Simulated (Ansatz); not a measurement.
System: N₂H₅, charge 1, singlet. N2H5+ (SMILES N[NH3+]).
B3LYP-D3(BJ)/def2-TZVP minimum from Ansatz (a program for electronic structure):
```xyz
7

N     -0.0563     0.6586    -0.0048
N      0.0255    -0.7802    -0.0850
H      0.3011     1.0868     0.8607
H     -1.0373     0.9325    -0.1236
H     -0.5052    -1.1737     0.6877
H      1.0016    -1.0500     0.0045
H      0.4552     1.0550    -0.8004
```
Charge +1, spin multiplicity 1.

Hartree-Fock and CCSD correlation energies in hartree (Ansatz). Open shells are spin-unrestricted; no spin-orbit coupling. Correlated methods leave the cores frozen. No relativity.

| basis | X | E(HF) | E(corr, CCSD) |
|---|---|---|---|
| cc-pVTZ | 3 | -111.57517 | -0.45466 |
| cc-pVQZ | 4 | -111.58327 | -0.47927 |
| cc-pV5Z | 5 | -111.58523 | withheld |

Task: Fit E(corr) = E∞ + A/X³ to X = 3 and 4, predict X = 5, and compare with the run.

Result: A = (-0.45466 - (-0.47927))/(1/27 - 1/64) = 1.1494; E∞ = -0.47927 - A/64 = -0.49723; at X = 5, E∞ + A/125 = -0.48803. The run gave -0.48719, 0.84 mEh above the prediction. The same form on X = 4 and 5 gives E∞ = -0.49550, 1.73 mEh above the first estimate.
